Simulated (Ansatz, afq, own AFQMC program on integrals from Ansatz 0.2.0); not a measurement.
Where AFQMC and coupled cluster stand for HO, doublet

```xyz
2

O     0.0000    0.0000    0.0000
H     0.0000    0.0000    0.9731
```

Basis cc-pVTZ. Noble-gas cores (and the filled d shells of Ga–Kr and In–Xe) are frozen. AFQMC by an in-house program on the Cholesky factors that Ansatz 0.2.0 writes for its CCSD(T) run. ph-AFQMC/CISD is guided by a CISD state made of CCSD amplitudes; releasing the constraint for a short imaginary time cuts its bias at the price of noise, slowly where states lie close. Free AFQMC starts from the CCSD state and is never constrained. Its projection time is finite, and what remains of the start isn't in its error. Error bars are statistical, one sigma.

Determinant: UHF, the one that the program's search chose, which needn't be the lowest solution. The geometry is a PBE0/def2-TZVP stationary point of this or a neighbouring charge and spin state.

No full CI on the walks' own integrals is used here; CCSDT(Q) serves as the reference and is uncertain by about the last step of the cluster series.

The T1 diagnostic is 0.0071, the weight of the determinant in the CISD state is 0.950 and the ⟨S²⟩ of the determinant is 0.756. The size of the correlated space is 7 electrons in 43 orbitals.

Reference: CCSDT(Q), correlation energy -5.961 eV. The released energy is read at 2.40 1/Eh (meV from the phaseless value at times in 1/Eh: 2 ± 7 at 0.24, -2 ± 8 at 0.51, -1 ± 8 at 0.99, -24 ± 9 at 1.62, -20 ± 10 at 2.40).

| level | E − E(reference) (mEh) | share of correlation (%) |
| --- | --- | --- |
| HF | 219.07 | 0.00 |
| MP2 | 19.32 | 91.18 |
| CCSD | 5.58 | 97.45 |
| CCSD(T) | 0.47 | 99.78 |
| CCSDT | 0.18 | 99.92 |
| ph-AFQMC/HF | 2.73 ± 1.57 | 98.75 |
| ph-AFQMC/CISD | 0.45 ± 0.29 | 99.80 |
| released AFQMC | -0.31 ± 0.36 | 100.14 |
| free AFQMC | -1.16 ± 0.58 | 100.53 |

Free projections are given only where their last times agree within the noise and don't stop above the reference; a slow remainder of the start can still hide under it. A walk keeps the symmetry of its determinant, which the program's search chose and which needn't be the lowest solution, so a lower state of the same spin and another symmetry isn't excluded. Released energies are given only where the last usable release times agree within the noise; a slower fall can still hide under it.
